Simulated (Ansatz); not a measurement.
A made-up structure of C₂H₄B, doublet:

B1  (1.308, -0.063, -0.075)
C2  (-0.025, -0.785, -0.025)
C3  (0.053, 0.784, 0.024)
H4  (-0.447, -1.226, -0.924)
H5  (-0.347, -1.288, 0.882)
H6  (2.439, -0.165, 0.107)
H7  (-0.321, 1.320, -0.844)
(Å)

It is relaxed with PBE-D4/def2-SVP and then PBE0-D4/def2-TZVP (Ansatz 0.2.0). Atoms count as bonded within 1.22 times the sum of their covalent radii (H–H: 0.88 Å). The end point is not checked to be a true minimum.

(1) Does its bonding change? (Judge from chemistry; the calculation decides.)

Answers

(1) Computed: No: no bond forms or breaks.

Where it ends: The first stage lowers the energy by 0.65 eV in 10 steps. It ends as C₂H₄B ([BH]1[CH][CH2]1):
B1  (1.354, -0.051, -0.009)
C2  (-0.060, -0.767, -0.102)
C3  (0.128, 0.680, -0.213)
H4  (-0.556, -1.315, -0.904)
H5  (-0.272, -1.228, 0.874)
H6  (2.506, -0.192, 0.212)
H7  (-0.441, 1.450, -0.711)
(Å)

Labels in which every atom is bracketed show which atoms are joined, not bond orders.

For scale, one of the runs: PBE0-D4/def2-TZVP relaxation, 117 basis functions, launched by `ansatz run in.yaml --threads 2 --pin off --events-out ev --progress --plain --max-ram 4352MiB`. Hardware: 2 CPU threads of an Arm Neoverse V2, shared host. Wall time about 21 s.
